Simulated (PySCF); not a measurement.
**Bonding in HC≡CCF(CH3)2**

Compound: HC≡CCF(CH3)2, C₅H₇F.
SMILES with atom numbers: `[CH:1]#[C:2][C:3]([CH3:4])([CH3:5])[F:6]` (hydrogens: H7 on C1; H8, H9, H10 on C4; H11, H12, H13 on C5)

Cartesian coordinates in Å at the GFN2-xTB level; atoms count from 1:
```
atom  x, y, z in Å
C1     1.9770   -1.4761    0.4427
C2     1.0599   -0.8024    0.0733
C3    -0.0496    0.0107   -0.4088
C4    -1.3793   -0.5416    0.1006
C5     0.1571    1.4763   -0.0321
F6    -0.0690   -0.0664   -1.8071
H7     2.7773   -2.0634    0.7827
H8    -1.3981   -0.5164    1.1868
H9    -1.5052   -1.5691   -0.2336
H10   -2.1984    0.0576   -0.2905
H11    1.0905    1.8385   -0.4575
H12   -0.6631    2.0743   -0.4231
H13    0.1966    1.5784    1.0489
```

Bond orders from the PBE0/pcSseg-1 density (PySCF). Geometry: GFN2-xTB; no solvent, vibrations or thermal averaging.

How far do the computed orders between heavy atoms stray from the drawn ones?

The largest departure is 0.470, at C1–C2 (drawn triple, 2.530). Drawn single, order below 0.88: C2–C3 (0.863) and C3–F6 (0.879). Drawn double or triple, more than 0.30 short of the drawn order: C1–C2 (2.530).

Set the Mayer orders of the bonds between heavy atoms beside their lengths.

| bond | drawn as | length (Å) | Mayer order |
| --- | --- | --- | --- |
| C1–C2 | triple | 1.196 | 2.530 |
| C2–C3 | single | 1.458 | 0.863 |
| C3–C4 | single | 1.527 | 1.040 |
| C3–C5 | single | 1.527 | 1.040 |
| C3–F6 | single | 1.401 | 0.879 |

By pair of heavy elements: C–C: lowest C2–C3 (0.863, 1.458 Å), highest C1–C2 (2.530, 1.196 Å); in 2 of the 6 pairs the longer bond (by over 0.003 Å) has the higher order (by 0.02 or more).

And the bonds to hydrogen?

C–H: 0.95 to 1.14 (7 bonds).

Sum the orders of all bonds at each heavy atom with more than one neighbour and set the sums beside the valence in the SMILES.

C1 3.672 (drawn 4), C2 3.393 (drawn 4), C3 3.822 (drawn 4), C4 3.911 (drawn 4), C5 3.911 (drawn 4). Orders between atoms that aren't bonded are not in these sums.

Mayer orders depend on the basis set.
